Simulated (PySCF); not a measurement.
Molecule: `C=C1CC[C@@H]1O`, C$_{5}$H$_{8}$O.

Atom-mapped SMILES (the numbers label the heavy atoms): `[CH2:1]=[C:2]1[CH2:3][CH2:4][C@@H:5]1[OH:6]`. Each H is labelled by its parent atom. Ha(C1) is cis to C3; Ha(C3), Ha(C4) are cis to O6 on the ring; Hb(C1) is trans to C3; Hb(C3), Hb(C4) are trans to O6 on the ring.

Spin–spin couplings on one PBE0-D3(BJ)/def2-SVP geometry, PySCF 2.14, gas phase, non-relativistic, equivalent pairs averaged (without the spin–dipole term); isotopes ¹³C, ¹H; basis pcJ-1.

Q: How do the couplings (Hz) change with the functional? Times are CPU seconds on 1 thread of an Arm Neoverse V1, shared host.

A: 
```tsv
functional	functions	¹J(C1,Ha(C1))	¹J(C1,Hb(C1))	¹J(C3,Ha(C3))	¹J(C4,Hb(C4))	¹J(C5,H(C5))	¹J(C4,Ha(C4))	¹J(C3,Hb(C3))	core-s
LDA	242	131.8	127.8	115.1	114.4	112.0	109.7	106.6	24
PBE	242	155.1	151.1	136.7	135.5	133.7	130.5	127.7	31
KT2	242	166.2	161.7	144.9	143.1	140.9	137.2	134.8	33
PBE0	242	160.3	156.5	141.3	139.9	139.5	134.7	132.2	34
B97-2	242	154.2	150.8	134.8	133.8	132.8	128.4	125.7	34
``` Left out for a near triplet instability: HF/pcJ-1.
